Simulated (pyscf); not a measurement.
PySCF, gas phase, ωB97X-D3(BJ)/def2-SVP geometries.

PBE/def2-TZVP puts the barrier of `[SiH3][As]=[GaH]` + `[H][H]` -> `[SiH3][AsH][GaH2]` (addition across a multiple bond or ene-type step; singlet surface; H–H broken, As–H, Ga–H formed) at 103.1 kJ/mol and the reaction energy at -70.1 kJ/mol, from the separated reactants. What do B3LYP-D3(BJ)/def2-TZVP, M06-2X/def2-TZVP, ωB97M-D3(BJ)/def2-TZVP give on the same structures?

B3LYP-D3(BJ): ΔE‡ = 119.7 kJ/mol, ΔE = -75.0 kJ/mol; M06-2X: ΔE‡ = 128.4 kJ/mol, ΔE = -71.7 kJ/mol; ωB97M-D3(BJ): ΔE‡ = 124.5 kJ/mol, ΔE = -89.9 kJ/mol. PBE's barrier lies under all of them, by 16.6 to 25.3 kJ/mol. Its reaction energy lies over all of them, by 1.6 to 19.8 kJ/mol. Low barriers are usual for a GGA, whose delocalisation error favours stretched bonds. On the reactant side the descent ends in an adduct with a Ga–Si contact (not fully relaxed), 4.6 kJ/mol under the separated species and 135.9 kJ/mol under the saddle at ωB97X-D3(BJ)/def2-TZVP. At the saddle there is also a short Ga–H contact that neither side keeps. H₃Si–As=GaH is closed by a dative Ga–Si contact. H₃Si–AsH–GaH₂ is closed by a dative Ga–Si contact. H₃Si–As=GaH lies 39.7 kJ/mol over its isomer H₃Si–AsH–Ga [singlet], and others may lie lower still (electronic energy, ωB97M-D3(BJ)). This is the saddle that the search found; another between the same sides may lie lower. Elements up to Kr have no core potential and no relativistic terms here.
